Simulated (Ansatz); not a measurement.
A calculation with Ansatz (development build ahead of 0.2.0).

```yaml
crystal:
  periodic: [false, false, false]
  atoms:
    - { symbol: Na, position_ang: [0.0, 0.0, -1.4517] }
    - { symbol: Cl, position_ang: [0.0, 0.0, 0.9393] }
basis:
  gaussian: { orbitals: pcseg-2 }
hamiltonian:
  xc: { name: wB97X }
```

The input is written out in the form of the current development build from the run's settings.

Output:

- Converged: yes
- Total energy: -622.57967 hartree
- Spin squared of the determinant: 0.000
- Stability test: minimum among restricted orbitals
